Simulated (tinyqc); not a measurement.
UHF in the sto-3g basis, for H2O, spin multiplicity 3, step by step. This run ends on a higher stationary point, not on the lowest solution. One step of it, computed by the program tinyqc.

Task: Iteration 1: diagonalisation and new density. Diagonalise F' = X^T F X, C = X C', fill 6 alpha and 4 beta electrons from the bottom; D(s) = C_occ C_occ^T. Each column has its largest component positive (the first on a tie).

F(alpha) (hartree), order 1O 1s, 1O 2s, 1O 2px, 1O 2py, 1O 2pz, 2H 1s, 3H 1s:
```
[[-24.111277, -5.725308, 0.000000, 0.000000, -0.015444, -1.229594, -1.229594],
 [-5.725308, -3.896263, 0.000000, 0.000000, -0.110641, -1.328703, -1.328703],
 [0.000000, 0.000000, -1.891017, 0.000000, 0.000000, 0.000000, 0.000000],
 [0.000000, 0.000000, 0.000000, -2.038453, 0.000000, -0.509331, 0.509331],
 [-0.015444, -0.110641, 0.000000, 0.000000, -1.940531, -0.432313, -0.432313],
 [-1.229594, -1.328703, 0.000000, -0.509331, -0.432313, -0.799563, -0.473478],
 [-1.229594, -1.328703, 0.000000, 0.509331, -0.432313, -0.473478, -0.799563]]
```

F(beta) (hartree), order 1O 1s, 1O 2s, 1O 2px, 1O 2py, 1O 2pz, 2H 1s, 3H 1s:
```
[[-24.026774, -5.669790, 0.000000, 0.000000, -0.002250, -1.211795, -1.211795],
 [-5.669790, -3.054993, 0.000000, 0.000000, 0.256040, -0.990040, -0.990040],
 [0.000000, 0.000000, -1.676424, 0.000000, 0.000000, 0.000000, 0.000000],
 [0.000000, 0.000000, 0.000000, -0.995987, 0.000000, -0.321748, 0.321748],
 [-0.002250, 0.256040, 0.000000, 0.000000, -1.583926, -0.259152, -0.259152],
 [-1.211795, -0.990040, 0.000000, -0.321748, -0.259152, -0.612855, -0.366076],
 [-1.211795, -0.990040, 0.000000, 0.321748, -0.259152, -0.366076, -0.612855]]
```

X, order 1O 1s, 1O 2s, 1O 2px, 1O 2py, 1O 2pz, 2H 1s, 3H 1s:
```
[[1.024071, -0.141748, 0.000000, 0.000000, -0.009866, 0.021295, 0.021295],
 [-0.141748, 1.222912, 0.000000, 0.000000, 0.104498, -0.276760, -0.276760],
 [0.000000, 0.000000, 1.000000, 0.000000, 0.000000, 0.000000, 0.000000],
 [0.000000, 0.000000, 0.000000, 1.100389, 0.000000, -0.215125, 0.215125],
 [-0.009866, 0.104498, 0.000000, 0.000000, 1.054333, -0.144391, -0.144391],
 [0.021295, -0.276760, 0.000000, -0.215125, -0.144391, 1.190255, -0.087533],
 [0.021295, -0.276760, 0.000000, 0.215125, -0.144391, -0.087533, 1.190255]]
```

Give: F' = X^T F X; orbital energies; coefficients C; F' = X^T F X; orbital energies; coefficients C; D(alpha) after iteration 1; D(beta) after iteration 1.

Result:

F' = X^T F X (alpha) (hartree):
```
[[-23.794, -2.565, 0.000, 0.000, -0.008, -0.231, -0.231],
 [-2.565, -2.915, 0.000, 0.000, -0.080, -0.415, -0.415],
 [0.000, 0.000, -1.891, 0.000, 0.000, 0.000, 0.000],
 [0.000, 0.000, 0.000, -2.016, 0.000, -0.191, 0.191],
 [-0.008, -0.080, 0.000, 0.000, -1.931, -0.138, -0.138],
 [-0.231, -0.415, 0.000, -0.191, -0.138, -0.255, -0.094],
 [-0.231, -0.415, 0.000, 0.191, -0.138, -0.094, -0.255]]
```

orbital energies (alpha) (hartree): [-24.111, -2.746, -2.055, -1.930, -1.891, -0.201, -0.122]

coefficients C (alpha), order 1O 1s, 1O 2s, 1O 2px, 1O 2py, 1O 2pz, 2H 1s, 3H 1s:
```
[[1.000, -0.253, 0.000, 0.034, 0.000, 0.071, 0.000],
 [0.000, 1.110, 0.000, -0.127, 0.000, -0.657, 0.000],
 [0.000, 0.000, 0.000, 0.000, 1.000, 0.000, 0.000],
 [0.000, 0.000, 1.046, 0.000, 0.000, 0.000, -0.457],
 [0.000, 0.210, 0.000, 1.007, 0.000, -0.326, 0.000],
 [0.001, -0.109, -0.085, -0.046, 0.000, 0.832, 0.925],
 [0.001, -0.109, 0.085, -0.046, 0.000, 0.832, -0.925]]
```

F' = X^T F X (beta) (hartree):
```
[[-23.707, -2.629, 0.000, 0.000, -0.044, -0.237, -0.237],
 [-2.629, -2.007, 0.000, 0.000, 0.319, -0.327, -0.327],
 [0.000, 0.000, -1.676, 0.000, 0.000, 0.000, 0.000],
 [0.000, 0.000, 0.000, -0.924, 0.000, -0.179, 0.179],
 [-0.044, 0.319, 0.000, 0.000, -1.558, -0.101, -0.101],
 [-0.237, -0.327, 0.000, -0.179, -0.101, -0.227, -0.085],
 [-0.237, -0.327, 0.000, 0.179, -0.101, -0.085, -0.227]]
```

orbital energies (beta) (hartree): [-24.027, -1.992, -1.676, -1.414, -0.999, -0.152, -0.067]

coefficients C (beta), order 1O 1s, 1O 2s, 1O 2px, 1O 2py, 1O 2pz, 2H 1s, 3H 1s:
```
[[1.000, -0.207, 0.000, -0.135, 0.000, 0.091, 0.000],
 [-0.002, 0.887, 0.000, 0.583, 0.000, -0.744, 0.000],
 [0.000, 0.000, 1.000, 0.000, 0.000, 0.000, 0.000],
 [0.000, 0.000, 0.000, 0.000, 0.970, 0.000, -0.603],
 [0.000, -0.531, 0.000, 0.853, 0.000, -0.394, 0.000],
 [0.001, -0.025, 0.000, -0.027, 0.049, 0.839, 0.927],
 [0.001, -0.025, 0.000, -0.027, -0.049, 0.839, -0.927]]
```

D(alpha) after iteration 1, order 1O 1s, 1O 2s, 1O 2px, 1O 2py, 1O 2pz, 2H 1s, 3H 1s:
```
[[1.070, -0.331, 0.000, 0.000, -0.041, 0.086, 0.086],
 [-0.331, 1.680, 0.000, 0.000, 0.319, -0.662, -0.662],
 [0.000, 0.000, 1.000, 0.000, 0.000, 0.000, 0.000],
 [0.000, 0.000, 0.000, 1.095, 0.000, -0.089, 0.089],
 [-0.041, 0.319, 0.000, 0.000, 1.164, -0.341, -0.341],
 [0.086, -0.662, 0.000, -0.089, -0.341, 0.713, 0.699],
 [0.086, -0.662, 0.000, 0.089, -0.341, 0.699, 0.713]]
```

D(beta) after iteration 1, order 1O 1s, 1O 2s, 1O 2px, 1O 2py, 1O 2pz, 2H 1s, 3H 1s:
```
[[1.062, -0.264, 0.000, 0.000, -0.006, 0.010, 0.010],
 [-0.264, 1.127, 0.000, 0.000, 0.026, -0.038, -0.038],
 [0.000, 0.000, 1.000, 0.000, 0.000, 0.000, 0.000],
 [0.000, 0.000, 0.000, 0.000, 0.000, 0.000, 0.000],
 [-0.006, 0.026, 0.000, 0.000, 1.009, -0.010, -0.010],
 [0.010, -0.038, 0.000, 0.000, -0.010, 0.001, 0.001],
 [0.010, -0.038, 0.000, 0.000, -0.010, 0.001, 0.001]]
```
